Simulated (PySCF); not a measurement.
**Which determinant of BO lies lowest?**

Unrestricted PBE0; B pcseg-2, O pcseg-2; no relativity (PySCF 2.14). Outer shells of the fragments: B 2s2 2p1; O 2s2 2p4.

Followed along the bond (rough minima from three points):

| 2Ms+1 | unpaired | ⟨S²⟩ at the start | R at minimum (Å) | Te (eV) |
| --- | --- | --- | --- | --- |
| 2 | σ ↑ | 0.77 | 1.20 | 0.00 |
| 4 | σ ↑, π ↑↑ | 3.75 | 1.40 | 5.57 |

Solutions found at the starting distance of 1.415 Å, counted from the lowest of them; the search is not exhaustive and high or unbound solutions are not listed, so other states can lie among these:

```
2Ms+1   unpaired   term  E (eV)  ⟨S²⟩  ⟨Lz²⟩  μ (D)
    2        σ ↑    ²Σ⁺    0.00  0.77   0.00  -2.94
    2        π ↑     ²Π    1.70  0.75   1.01   0.79
    4  σ ↑, π ↑↑  mixed    4.22  3.75   2.01  -0.56
    4  σ ↑, π ↑↑  mixed    4.66  3.75   2.00  -0.68
    2  σ ↑, π ↑↓  mixed    4.86  1.75   2.01  -0.75
    4  σ ↑↑, π ↑     ⁴Π    6.98  3.76   1.00  -0.34
    4  σ ↑↑, π ↑     ⁴Π    9.15  3.75   1.02  -3.07
```

A term symbol is given only where ⟨S²⟩ and ⟨Lz²⟩ are close to those of a pure state; real π, δ and φ orbitals otherwise mix terms. A positive dipole means B(−)O(+).

Q: Compare the gap between the two lowest followed solutions at the starting distance with the gap between their minima.

A: At PBE0 the second solution (quartet, unpaired electrons σ ↑, π ↑↑) lies +4.22 eV from the first (doublet, unpaired electrons σ ↑) at 1.415 Å and +5.57 eV at the minima; the two curves relax by different amounts, since their minima lie near 1.40 and 1.20 Å.

Counting both spins, an empty level lies below a filled one in some of these solutions, because spin and occupation are held.
